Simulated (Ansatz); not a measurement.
## H6Si2, SMILES [SiH3][SiH3]: a rigid torsion scan, step by step

With Ansatz's Python interface.

The cells in order, each with its output:

```python
import ansatz
from ase import Atoms
```

```python
atoms = Atoms(["Si", "Si", "H", "H", "H", "H", "H", "H"], positions=[
    (-0.3054, 0.445, -0.9708),
    (0.3349, -0.5051, 0.9748),
    (0.7807, 0.9443, -1.8016),
    (-1.0691, -0.4536, -1.8123),
    (-1.2073, 1.6681, -0.719),
    (1.1277, 0.4678, 1.8005),
    (1.2208, -1.6855, 0.6984),
    (-0.7902, -0.938, 1.7742),
])
```

```python
# relax first, so that the scan starts from a minimum
first = (
    ansatz.Crystal.molecule_from_ase(atoms).calculation()
    .basis(gaussian="def2-TZVP")
    .functional("hf")
    .relax(force_tolerance=0.02, max_steps=80)
)
atoms.positions = first.run().report["positions_ang"]
```

```python
start = atoms.get_dihedral(2, 0, 1, 5)
energies = {}
for turn in range(0, 121, 20):
    turned = atoms.copy()
    turned.set_dihedral(2, 0, 1, 5, start + turn, indices=[1, 5, 6, 7])
    calculation = (
        ansatz.Crystal.molecule_from_ase(turned).calculation()
        .basis(gaussian="def2-TZVP")
        .functional("hf")
    )
    energies[round((start + turn) % 360)] = calculation.run().report["free_energy_ev"]
floor = min(energies.values())
print("dihedral H2-Si0-Si1-H5 (deg)   E - E(min) (kJ/mol)")
for angle, e in sorted(energies.items()):
    print(f"{angle:8d} {96.485332 * (e - floor):14.3f}  " + "#" * int(30 * (e - floor) / max(max(energies.values()) - floor, 1e-9)))
```

    dihedral H2-Si0-Si1-H5 (deg)   E - E(min) (kJ/mol)
          60          0.000
          80          1.008  #######
         100          3.124  ######################
         120          4.233  ##############################
         140          3.210  ######################
         160          1.094  #######
         180          0.000

The scan is rigid and the energies are electronic, in a modest basis. With rigid groups the curve can differ much from the relaxed path, the start wasn't checked as a minimum of this torsion, and equivalent turns needn't return to the same energy. Wall time of the script: 12 s on 1 thread of Arm Neoverse V2, with other jobs on the host, peak memory 0.24 GiB.
